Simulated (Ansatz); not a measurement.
**HN₂, doublet: energies of several shapes or isomers**

Calculated in Ansatz's Gaussian-basis code; OMP3 by scripts on PySCF. Settings: cc-pVTZ; 2 core orbitals frozen; no relativity. On stretched bonds single-reference methods can fail or change state.

Case A. A bond is stretched, to 1.40 times the sum of the covalent radii.

| atom | x (Å) | y (Å) | z (Å) |
| --- | --- | --- | --- |
| N | 0.0846 | -0.6429 | 0.0000 |
| N | 0.0846 | 0.4799 | 0.0000 |
| H | -1.1839 | 1.1414 | 0.0000 |

Case B:

```
atom    x (Å)    y (Å)   z (Å)
   N  -0.0624   0.6595  0.0000
   N  -0.0624  -0.5187  0.0000
   H   0.8742  -0.9855  0.0000
```

Case C. A bond is stretched, to 1.39 times the sum of the covalent radii.

```tsv
atom	x (Å)	y (Å)	z (Å)
N	0.0809	-0.6341	0.0028
N	0.0768	0.4740	0.0022
H	-1.1749	1.1457	0.0007
```

Energy less that of case A, in eV:

```csv
case,RCCSD,UOMP3
B,-0.509,-0.559
C,+0.008,-0.002
```

Give the UCCSD(T) energies against case A.

B: -0.450 eV (-10.4 kcal/mol); C: +0.020 eV (0.5 kcal/mol).

Which case is lowest, and do the methods agree?

B is lowest in UCCSD(T). Of the methods shown, RCCSD, UOMP3 agree.
